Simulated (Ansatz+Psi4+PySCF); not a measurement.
| atom | x (Å) | y (Å) | z (Å) |
| --- | --- | --- | --- |
| F | 0.0000 | 0.0000 | 0.8524 |
| F | 0.0000 | 0.0000 | -0.8524 |

Basis set: cc-pVTZ (spherical functions). Frozen core: 2 orbitals. Charge 0, multiplicity 1.

Computed with Ansatz (development build ahead of 0.2.0); each method stands on the lowest determinant of its kind that the runs found. Restricted open shells among the atoms or ions are ROHF, correlated in semicanonical orbitals with singles.

(1) Give the atomization energy at this shape (free ground-state atoms in the same class of orbitals less the molecule, no zero-point energy) of singlet F2 by RHF-CCSD(T), RHF-CCSD, RHF-MP2.

Results:

(1)

| method | atomization energy |
| --- | --- |
| RHF-CCSD(T) | 0.91 eV |
| RHF-CCSD | 0.34 eV |
| RHF-MP2 | 0.84 eV |

Caution: large amplitudes, a single reference is doubtful; stretched shape with no unrestricted run beside it, a lower state can exist; the shape is not the minimum; unrestricted orbitals would lower the determinant. Caution for RHF-CCSD(T), RHF-CCSD: the amplitudes may be one of several solutions.
